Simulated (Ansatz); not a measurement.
Elastic constant C13 (GPa) of solids drawn from the class of tetrahedrally bonded semiconductors and semimetals, at two levels: PBE in Ansatz (PAW), and LDA (Ansatz, a first-principles code, PAW).

```csv
solid,PBE,LDA
wurtzite BN (high-pressure phase),58.2,?
wurtzite ZnO,92.8,124
wurtzite CdS,37.3,50.6
2H-SiC,50.5,59.6
wurtzite AlN,97.4,112
wurtzite GaN,80.2,101
```

Task: Estimate the withheld LDA value from the other rows.

Result: One way: carry over the typical ratio. The ratios LDA / PBE of the other rows, in order: 1.150, 1.180, 1.259, 1.336, 1.357; median 1.259. Wurtzite BN (high-pressure phase): 58.2 × 1.259 = 73.3 GPa; the run gives 64.7 GPa. The ratios spread from 1.150 to 1.357, so such an estimate is rough. Wurtzite BN (high-pressure phase) lies outside that spread.

Over all 6 rows LDA is the larger in 6.

Ansatz's runs of these crystals have no spin polarisation.

Each level is taken at its own relaxed cell. Ansatz's density-functional and Hartree–Fock values are scalar-relativistic unless marked +SOC, with PAW data made under PBE.
